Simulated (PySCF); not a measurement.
Work out the structure from these simulated measurements.

Elements present: C, F and H. Monoisotopic mass: 76.0688 u.

- Dipole: 1.88 D [PBE0/pcSseg-1]
- Rotational structure: rotational constants A, B, C: 4.749, 4.748, 4.538 GHz [PBE0-D3(BJ)/def2-SVP]
- 13C NMR: chemical shifts (computed TMS as zero) by class: 89.9 (1 C), 29.8 (3 C) ppm [GIAO PBE0/pcSseg-1]
- NMR, other nuclei: isotropic shieldings of nuclei other than C and H, by class: 343 (1 F) ppm [GIAO PBE0/pcSseg-1]
- Couplings: largest of the computed one-bond spin–spin couplings (means over like bonds): 19F–13C -217.3, 13C–1H +133.1 (×9), 13C–13C +41.5 (×3) Hz [B3LYP/pcJ-1, spin–dipole term left out for some pairs]
- 1H NMR: chemical shifts (computed TMS as zero) by class: 1.28 (9 H) ppm [GIAO PBE0/pcSseg-1]

Electronic properties: PySCF, gas phase, density fitting. Levels stand in brackets. Isolated species at its PBE0-D3(BJ)/def2-SVP geometry, gas phase. NMR classes are plain means over equivalent atoms (diastereotopic ones count apart unless rotation or inversion swaps them), as if these changed places fast.

Task: Which formula fits the mass and the elements?

Result: C4H9F (calculated 76.0688). No other formula that holds each of these elements comes within 0.0003 u with a fitting electron parity and a possible valence count.

Task: What is the compound? Reason from the data.

Result: Numbering: `[CH3:1][C:2]([CH3:3])([CH3:4])[F:5]`. Its formula, C4H9F, gives 0 degrees of unsaturation, so no ring and no π bond. 4 carbons fall into 2 classes; from least to most shielded: sp3 C–F carbon [C2] (89.9 ppm), methyl carbon [C1/C3/C4] (29.8 ppm, 3 C). All hydrogens form one class (1.28 ppm): methyl hydrogen. The other shieldings belong to: 343 ppm, alkyl fluorine [F5]. The couplings run between: -217.3 Hz, alkyl fluorine [F5] and sp3 C–F carbon [C2]; +133.1 Hz, methyl carbon [C1] and its hydrogen (with 8 like pairs); +41.5 Hz, methyl carbon [C1] and sp3 C–F carbon [C2] (with 2 like pairs). The optimised geometry has point group C3v and is an oblate symmetric top (the spread among constants that symmetry makes equal is optimisation noise). Structure: `CC(C)(C)F`. The assignments are read from this structure; whether some other isomer fits the data as well wasn't checked.
